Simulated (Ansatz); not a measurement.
## Relative stability

Two relaxed structures of C2H6O, singlet (PBE0-D4/def2-TZVP; forces vanish, vibrations not checked).

A:

```xyz
9
angstrom
C -1.1156 0.6813 -0.7229
C 1.5796 -0.3269 1.3494
O 1.1557 -1.2340 0.5228
H -0.5689 0.4211 -1.6312
H -0.4247 0.9797 0.0707
H -1.7718 1.5222 -0.9445
H 0.4225 -0.8600 0.0055
H -1.7307 -0.1611 -0.4014
H 2.4068 -0.8496 1.8854
```

B:

```xyz
9
angstrom
C -0.5364 0.5716 -0.4684
C 0.3074 -0.6000 -0.0153
O 1.2055 -0.2614 1.0216
H -1.1820 0.2854 -1.3029
H 0.0976 1.4009 -0.7890
H -1.1816 0.9281 0.3408
H 0.9323 -0.9566 -0.8375
H -0.3378 -1.4376 0.2856
H 0.6950 0.0696 1.7650
```

Program: Ansatz 0.2.0. Basis: def2-TZVPP. Cores are frozen in the correlated methods. B3LYP uses VWN-RPA correlation.

(1) Which structure is lower at CCSD(T), and by how much? (An estimate is asked for; the value comes from the calculation.)

No T1 diagnostic of these runs exceeds 0.015. The restricted Hartree–Fock reference is unstable towards an unrestricted one at one or more of these structures.

Answers

(1) By the calculation: B, by 270.2 kJ/mol (electronic energy, against the other). By their contacts, A is a complex of CH₂O ([CH][OH]) + CH₄ and B is C₂H₆O (CCO).

All methods give the same order:

```tsv
method	E(B) − E(A) (kJ/mol)
PBE-D4	-281.0
r2SCAN-D4	-285.8
PBE0-D4	-291.9
B3LYP-D4	-268.7
wB97M-V	-269.2
HF	-247.9
MP2	-292.1
CCSD	-270.7
CCSD(T)	-270.2
```

Labels in which every atom is bracketed show which atoms are joined, not bond orders.

For scale, one of the runs: CCSD(T)/def2-TZVPP, 177 basis functions, launched by `ansatz run in.yaml --threads 2 --pin off --events-out ev --progress --plain --max-ram 4352MiB`. The run took 31 s on 2 CPU threads of an Arm Neoverse V1 (shared host), with 1.7 GiB of host memory at its peak.
